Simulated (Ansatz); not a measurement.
# H₂B–B, triplet along the distance B1-H3

Starting geometry (PBE0/def2-TZVP stationary point for this spin, not checked as a minimum):

```xyz
4

B     0.0000    0.0000    0.6756
B     0.0000    0.0000   -0.9095
H     0.0000    1.0479    1.2540
H     0.0000   -1.0479    1.2540
```

From there H3 moves along the line of the two atoms named below, all else staying in place; atoms are numbered as listed. Energies are in kcal/mol, counted from the starting geometry at the same level. Kohn–Sham curves are unrestricted where that lies lower.

Basis 6-31G; Ansatz 0.2.0. Only valence electrons are correlated (noble-gas cores frozen).

Unrestricted Kohn–Sham rows aren't spin-pure: their determinants' ⟨S²⟩ exceeds S(S+1) by up to 1.01, so they mix in states of higher spin.

Full CI is exact within this basis and frozen core; it isn't the basis-set limit.

```tsv
distance B1-H3 (Å)	r2SCAN
0.934	31.3
1.092	3.8
1.197	0.0
1.292	2.0
1.438	10.5
1.679	30.4
1.907	49.8
2.197	69.5
2.611	83.2
3.272	90.9
4.168	92.9
```

Question: Estimate the full CI curve in 6-31G from this one, knowing how r2SCAN errs.

Answer: The computed full CI values, in kcal/mol from the starting point, and the error of r2SCAN against them:
```csv
distance B1-H3 (Å),full CI,r2SCAN less full CI
0.934,33.0,-1.7
1.092,4.3,-0.5
1.197,0.0,0.0
1.292,1.6,0.4
1.438,9.4,1.1
1.679,27.6,2.8
1.907,44.6,5.1
2.197,62.0,7.5
2.611,76.8,6.5
3.272,83.9,7.0
4.168,85.0,7.9
```

r2SCAN at 4.168 Å lies 7.9 kcal/mol (9 %) above the reference in this basis.

In so small a basis the reference is far from its limit while semilocal and hybrid functionals are nearer theirs, so the functionals' errors here hold much of the reference's basis and frozen-core error, which can add to them or hide them.
